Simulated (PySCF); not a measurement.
Compound: C2H3O2P.
Cartesian coordinates in Å at the GFN2-xTB level; atoms count from 1:
```
atom  x, y, z in Å
O1     2.776   -0.080   -0.538
C2     1.845   -0.203    0.142
P3     0.638   -0.391    1.237
C4    -0.791   -0.288   -0.040
O5    -0.958    0.982   -0.569
H6    -1.682   -0.643    0.493
H7    -0.578   -0.961   -0.871
H8    -1.241    1.595    0.120
```

Level of theory: TDDFT B3LYP/def2-SVPD, vertical, gas phase, core orbitals frozen in the response (PySCF 2.14.0, density-fitted response routines).

Problem. What does the calculation give for the low-lying excited states?

Solution. 

| state | E (eV) | λ (nm) | ν̃ (cm⁻¹) | f | \|μ\| (D) | main configurations (H = HOMO, L = LUMO) |
| --- | --- | --- | --- | --- | --- | --- |
| S1 | 2.93 | 422.5 | 23670 | 0.0011 | 0.31 | H→L (99%) |
| S2 | 4.49 | 276.0 | 36230 | 0.0096 | 0.75 | H-1→L (64%), H→L+1 (35%) |
| S3 | 5.66 | 219.2 | 45620 | 0.047 | 1.48 | H-1→L+1 (75%), H→L+1 (10%) |
| S4 | 5.73 | 216.4 | 46210 | 0.115 | 2.30 | H-2→L (32%), H-1→L+1 (23%), H→L+1 (19%) |
| S5 | 5.85 | 212.1 | 47150 | 0.022 | 1.00 | H→L+2 (69%), H-2→L (26%) |
| S6 | 6.20 | 199.9 | 50030 | 0.021 | 0.94 | H→L+3 (82%), H→L+4 (11%) |
| S7 | 6.37 | 194.5 | 51410 | 0.160 | 2.57 | H→L+4 (26%), H-2→L (22%), H→L+1 (18%) |
| S8 | 6.60 | 187.8 | 53250 | 0.040 | 1.26 | H→L+4 (49%), H-1→L+2 (13%), H→L+2 (8%) |

Triplets (Tamm–Dancoff): T1 2.60 eV, H→L (99%); T2 3.54 eV, H→L+1 (90%); T3 3.94 eV, H-1→L (92%).

The lowest singlet comes at 422 nm (283 kJ/mol) in the visible; it is very weak; its leading configuration is HOMO→LUMO (99%). The strongest level in the table is S7 at 6.37 eV (194 nm, f = 0.160). Löwdin shares by element: HOMO phosphorus 47%, carbon 25% or more, oxygen 22%; LUMO carbon 48%, oxygen 27% or more, phosphorus 19%. Of the 8 states listed, 6 reach f = 0.01 and none stays under 0.0005. The oscillator strengths of these states sum to 0.414; summed over the whole spectrum of an exact calculation they would give the number of electrons, 46 (Thomas–Reiche–Kuhn). Weighted by f, the mean energy of these states is 6.05 eV. S1 lies in the visible range (380 to 750 nm), at 422 nm, f = 0.0011; light of that wavelength is violet, and its complementary colour is yellow-green; a Tamm–Dancoff triplet lies at 478 nm, without intensity as long as spin–orbit coupling is left out. Singlets were solved by full linear response, triplets in the Tamm–Dancoff approximation.

Time: 9.2 s. Hardware: Arm Neoverse V1, one thread, shared host.

One conformer stands for the species.
